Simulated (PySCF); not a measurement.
Calculation: PySCF with TPSSh-D3(BJ)/def2-TZVP // TPSS-D3(BJ)/def2-SVP. All species are isolated molecules in the gas phase. 

Reference species (SMILES): `N#CC` (neutral, multiplicity 1).

- HOMO: -8.61 eV
- HOMO–LUMO gap: 8.87 eV
- dipole moment: 3.99 D

Changed species: `CSC` (free ligand S(CH3)2; the reference has free ligand CH3CN).

Q: What does the change do to the HOMO, HOMO–LUMO gap and dipole moment?

A: the HOMO rises by 2.97 eV, to -5.64 eV; the HOMO–LUMO gap falls by 2.74 eV, to 6.13 eV; the dipole moment decreases by 2.40 D, to 1.59 D.
